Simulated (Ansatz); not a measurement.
Coupled-cluster diagnostics for Al3⁻, Ansatz.

Geometry of the singlet (r2SCAN-D4/def2-TZVPD):

```csv
atom,x (Å),y (Å),z (Å)
Al1,1.268,-0.663,-0.165
Al2,-0.336,0.613,1.261
Al3,-0.932,0.051,-1.096
```

Correlated methods freeze 15 core orbitals. At PBE0-D4/def2-TZVPD a broken-symmetry singlet of charge -1 lies 0.18 eV below the triplet, each at its own geometry. At PBE0-D4/def2-TZVPD a broken-symmetry singlet of charge -1 lies 0.37 eV below the quintet, each at its own geometry. The structure comes from a short search, and lower isomers may exist.

Geometry of the charge -1 triplet (r2SCAN-D4/def2-TZVPD):

Cartesian coordinates in Å:
```
Al -0.947 -0.219 -1.150
Al 1.500 -0.062 -0.114
Al -0.554 0.282 1.264
```

Geometry of the charge -1 quintet (r2SCAN-D4/def2-TZVPD):

```xyz
3

Al   -0.1560    0.9024   -1.2535
Al    1.4144   -0.3260    0.5502
Al   -1.2584   -0.5764    0.7032
```

Estimate the CCSD(T) correlation energy, the shares of MP2 and (T), T1 and the reference's ⟨S²⟩ for: charge -1, singlet, own geometry in def2-TZVPPD; charge -1, triplet, own geometry in def2-TZVPPD; charge -1, quintet, own geometry in def2-TZVPPD; charge 0, doublet, vertical in def2-TZVPPD; and the rough time on 4 threads of Arm Neoverse V2 on a shared host.


```tsv
state	basis	correlation (eV)	MP2 share (%)	(T) share (%)	T1	⟨S²⟩ (pure)	wall time	remarks
charge -1, singlet, own geometry	def2-TZVPPD	-7.602	84.2	9.4	0.036	0.00 (0.00)	4.3 s	large T1, restricted SCF unstable
charge -1, triplet, own geometry	def2-TZVPPD	-6.299	75.7	7.8	0.083	2.95 (2.00)	8 s	large T1, spin-contaminated
charge -1, quintet, own geometry	def2-TZVPPD	-6.266	80.4	7.7	0.027	6.03 (6.00)	5 s	–
charge 0, doublet, vertical	def2-TZVPPD	-6.208	69.6	9.6	0.162	1.90 (0.75)	14 s	large T1, spin-contaminated
```
Customary marks for T1 are 0.02 (closed shells), 0.045 (open shells) and about 0.05 (3d metals). T1 exceeds 0.02 in 4 of 4 rows and 0.045 in 2; the higher it lies, the less the single-reference result can be trusted.
